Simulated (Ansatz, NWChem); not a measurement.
Worked example: vertical ionisation energy of S2F2 (Difluorodisulfane)

S2F2 has 4 atoms, charge 0, and is taken as a singlet. As SMILES, `FSSF`. Geometry: relaxed at PBE0-D4/def2-TZVP.

```xyz
4

F    -1.7837   -0.1999   -0.6216
S    -0.4677    0.7641   -0.6324
S     1.0450   -0.2764   -0.1847
F     1.2064   -0.2878    1.4387
```

Both states at this one shape; open shells run unrestricted unless said. 1 Eh = 27.2114 eV.

| level | program | singlet S2F2 (Eh) | doublet [S2F2]+ (Eh) |
| --- | --- | --- | --- |
| HF/SBKJC-VDZ (core potential) | NWChem | -67.351878 | -66.938391 |
| B3LYP/6-31G* (Cartesian functions) | Ansatz | -995.999272 | -995.608548 |
| CAM-B3LYP/6-311+G** | Ansatz | -996.072521 | -995.659887 |
| wB97M-V/6-311+G** | Ansatz | -996.009250 | -995.598380 |

Q: Work out the vertical ionisation energy at each level.

A: 
1. HF/SBKJC-VDZ (core potential): -66.938391 − (-67.351878) = 0.413487 Eh = 11.25 eV.
2. B3LYP/6-31G* (Cartesian functions): -995.608548 − (-995.999272) = 0.390724 Eh = 10.63 eV.
3. CAM-B3LYP/6-311+G**: -995.659887 − (-996.072521) = 0.412634 Eh = 11.23 eV.
4. wB97M-V/6-311+G**: -995.598380 − (-996.009250) = 0.410870 Eh = 11.18 eV.

No measured value is set beside it here; the levels span 10.63 to 11.25 eV.
